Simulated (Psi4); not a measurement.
Reaction (SMILES): [SiH4] (SiH4) → [SiH3-] + H+
B3LYP-D3(BJ)/def2-TZVP geometries, fixed; electronic energies without zero-point terms.
Largest species:
```
Si
H 1 1.4803
H 1 1.4803 2 109.47
H 1 1.4803 2 109.47 3 -120.00
H 1 1.4803 2 109.47 4 -120.00
```

Effect of the grid (radial, spherical points) at wB97X-V/aug-cc-pV(T+d)Z with Psi4, against the last row, where the deprotonation energy is 381.02 kcal/mol.

| setting | grid points, largest species | largest shift of a total energy (mEh) | shift of the deprotonation energy (kcal/mol) |
|---|---|---|---|
| grid: 35, 110 | 19099 | -0.077 | -0.009 |
| grid: 50, 194 | 48028 | 0.055 | -0.007 |
| grid: 75, 302 | 110665 | 0.000 | 0.000 |
| grid: 99, 590 | 283195 | 0.000 | 0.000 |
| grid: 150, 974 | 707547 | 0.000 | 0.000 |

Within 0.02 kcal/mol in the deprotonation energy: grid: 35, 110; grid: 50, 194; grid: 75, 302; grid: 99, 590. The largest shift is 0.077 mEh in a total energy and 0.009 kcal/mol in the difference.
